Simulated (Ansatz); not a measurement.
System: rhombohedral A7 Bi. Method: LDA (PAW; Ansatz, a first-principles code).

Numerical settings: plane-wave cutoff 520 eV, 14×14×14 k mesh, Fermi–Dirac smearing 0.05 eV, scalar-relativistic PAW data made under PBE.

Starting structure:

```
Bi
1.0
    2.27500     1.31347     3.95333
   -2.27500     1.31347     3.95333
    0.00000    -2.62694     3.95333
Bi
2
Cartesian
  0.00000   0.00000   9.08476
  0.00000   0.00000   2.77524
```

Question: Into what structure does the relaxation of cell and atoms lead at this level, with the symmetry of the start kept?

Answer: The volume decreases by 5.5 %; final space group R-3m.
```
Bi
1.0
    2.24640     1.29696     3.83284
   -2.24640     1.29696     3.83284
    0.00000    -2.59391     3.83284
Bi
2
Cartesian
  0.00000   0.00000   8.77014
  0.00000   0.00000   2.72838
```
